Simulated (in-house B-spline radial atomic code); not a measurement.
**RPA and G0W0 on B3LYP (VWN-RPA): Ar**

Configuration [Ne] 3s2 3p6, mean-field start B3LYP (VWN-RPA). Computed with an all-electron radial atomic-structure program (B-spline basis): all electrons, scalar-relativistic (spin-free one-electron X2C), finite nucleus, each spin shell either full or empty, empty states to l = 9 with an (l + 1/2)⁻⁴ tail; G0W0 by contour deformation at full frequency.

Command:
```bash
python run_gw.py task.json out
```
Settings (radii: box in bohr, nucleus in fm):
```
Z                        18
electrons                18
configuration            [Ne] 3s2 3p6
hamiltonian              x2c
method                   b3lyp
lmax                     9
rms_radius               3.4274
spin_polarised           False
box_radius               40
intervals                74
```

Time taken, with all properties: 2.8 s on 1 thread of Arm Neoverse N1, with other jobs on the host.

Energies (hartree):

```json
{"term": "mean-field total", "value": "-529.39513"}
{"term": "Hartree-Fock functional on these orbitals", "value": "-528.62275"}
{"term": "direct second order", "value": "-1.2606"}
{"term": "second-order exchange", "value": "0.42745"}
{"term": "SOSEX correction", "value": "0.38414"}
```

(1) What is the RPA correlation energy, and what remains with SOSEX?

Quasi-particle levels (eV):

| level | occupied | mean field | Σx - vxc | Σc | QP weight | G0W0 |
| --- | --- | --- | --- | --- | --- | --- |
| 3p | yes | -11.653 | -4.34 | ? | ? | ? |

G0W0 = mean field + (Σx - vxc) + Σc, with Σc (partial-wave tail included) taken at the quasi-particle energy. Only the outer levels were computed. Levels of low weight are left out.

(2) Where does G0W0 put 3p?

Results:

(1) RPA gives -1.0807 hartree (-1.63 eV per electron); RPA + SOSEX gives -0.69659, and the second-order doubles -0.83319 hartree (no singles). RPA lacks exchange-type terms and so overcorrelates at short range.

(2) At -15.690 eV, with Σc = 0.31 eV and a quasi-particle weight of 0.878. The tabulated removal energy is 15.760 eV (NIST, measured); the calculation leaves out spin-orbit coupling, Breit and QED terms, and what these don't explain is the method's own error.
